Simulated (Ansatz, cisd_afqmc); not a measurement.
Species: O, charge 0, triplet.

Total energies in aug-cc-pVDZ, 6 correlated electrons, 1 frozen orbitals. UHF or UKS for unpaired electrons; spin-orbit terms are left out. Correlated methods leave the cores frozen. No relativity. The Monte Carlo rows (phaseless AFQMC, CISD trial, step 0.005/hartree) carry one-sigma bars that omit the constraint's bias. Outlying blocks are dropped, and bars are widened where a walk drifts. Over all cases where full CI ran beside it in this data, AFQMC minus full CI had a median of +0.1 mEh and passed +0.4 mEh in a tenth of the cases. Full CI freezes restricted core orbitals and the other rows unrestricted ones, which leaves a small offset even where coupled cluster is exact.

| method | program | energy (Eh) | error against FCI (mEh) |
|---|---|---|---|
| HF | Ansatz | -74.79660 | 129.31 |
| MP2 | Ansatz | -74.90697 | 18.94 |
| CCSD | Ansatz | -74.92384 | 2.07 |
| CCSD(T) | Ansatz | -74.92565 | 0.26 |
| CCSDT(Q) | Ansatz | -74.92599 | -0.08 |
| CCSDTQ | Ansatz | -74.92599 | -0.08 |
| AFQMC/CISD | cisd_afqmc | -74.9259 ± 0.0001 | 0.0 ± 0.1 |
| FCI | Ansatz | -74.92591 | 0.00 |

Ansatz is an electronic-structure program.
